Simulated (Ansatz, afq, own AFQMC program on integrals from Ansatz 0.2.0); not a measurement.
**AFQMC, coupled cluster and functionals along a coordinate of BNH₂, triplet**

```json
{"atom": "B", "x (Å)": "0.0000", "y (Å)": "0.0000", "z (Å)": "0.8588"}
{"atom": "N", "x (Å)": "0.0000", "y (Å)": "0.0000", "z (Å)": "-0.5086"}
{"atom": "H", "x (Å)": "0.0000", "y (Å)": "-0.8409", "z (Å)": "-1.0720"}
{"atom": "H", "x (Å)": "0.0000", "y (Å)": "0.8409", "z (Å)": "-1.0720"}
```

The B1–N2 distance is changed with both sides rigid. Energies in kcal/mol count from this geometry (1.367 Å) at the same level; the start stands on UHF, each point on the determinant named.

Basis cc-pVDZ. Noble-gas cores (and the filled d shells of Ga–Kr and In–Xe) are frozen. Ansatz 0.2.0 and our own AFQMC program on the same integrals; the CISD trial comes from CCSD amplitudes, and released means the phaseless constraint is let go. ± is one standard error of the sampling.

Cautions, each for one point or more: an unrestricted solution with more broken spin lies lower; higher spins were not checked; lower spins were not checked; raised T1 diagnostic.

```json
{"r(B1–N2) / Å": "1.235", "det.": "UHF", "T1": "0.015", "weight": "0.92", "⟨S²⟩": "2.02", "CCSD(T)": "15.5", "ph-AFQMC/CISD": "15.8 ± 0.3", "released AFQMC": "15.5 ± 0.5*", "CCSDT(Q)": "15.6", "PBE0": "13.0", "B3LYP": "13.0"}
{"r(B1–N2) / Å": "1.507", "det.": "UHF", "T1": "0.021", "weight": "0.91", "⟨S²⟩": "2.02", "CCSD(T)": "5.8", "ph-AFQMC/CISD": "5.9 ± 0.4", "released AFQMC": "5.7 ± 0.5", "CCSDT(Q)": "5.7", "PBE0": "7.6", "B3LYP": "7.3"}
{"r(B1–N2) / Å": "1.925", "det.": "UHF", "T1": "0.040", "weight": "0.87", "⟨S²⟩": "2.01", "CCSD(T)": "61.6", "ph-AFQMC/CISD": "61.6 ± 0.5", "released AFQMC": "61.2 ± 0.7", "CCSDT(Q)": "60.4", "PBE0": "66.7", "B3LYP": "63.7"}
{"r(B1–N2) / Å": "2.487", "det.": "UHF†", "T1": "0.019", "weight": "0.88", "⟨S²⟩": "2.04", "CCSD(T)": "72.7", "ph-AFQMC/CISD": "73.0 ± 0.4", "released AFQMC": "73.2 ± 0.6", "CCSDT(Q)": "72.7", "PBE0": "84.8", "B3LYP": "79.0"}
{"r(B1–N2) / Å": "3.663", "det.": "UHF†", "T1": "0.010", "weight": "0.89", "⟨S²⟩": "2.02", "CCSD(T)": "76.8", "ph-AFQMC/CISD": "77.2 ± 0.3", "released AFQMC": "–", "CCSDT(Q)": "77.0", "PBE0": "92.3", "B3LYP": "85.5"}
```

Weight is that of the determinant in the CISD state; at the start T1 is 0.017 and the weight 0.91, and ⟨S²⟩ is 2.02. An asterisk marks released energies that aren't shown to be converged. A dagger marks points whose determinant fills other symmetries than the start's, so the wave-function levels may follow another state there, or a degenerate partner. A dash marks a missing value, a released energy that hasn't settled or a functional that sits on another state. Largest departures from CCSDT(Q), at the points where its series has closed: CCSD(T) 1.2 kcal/mol at 1.925 (on UHF), ph-AFQMC/CISD 1.2 kcal/mol at 1.925 (on UHF), released AFQMC 0.8 kcal/mol at 1.925 (on UHF) (within the noise), PBE0 6.3 kcal/mol at 1.925, B3LYP 3.3 kcal/mol at 1.925. Functionals count only at points shown to share the start's state and spin. In this small basis the wave-function levels are far from their limit, so their gap to the functionals isn't the functionals' error.

Some points may be missing: those where a free walk finds a much lower state, and past Zn most of those on another determinant than at the start.

A walk keeps the symmetry of its determinant, which the program's search chose and which needn't be the lowest solution, so a lower state of the same spin and another symmetry isn't excluded.
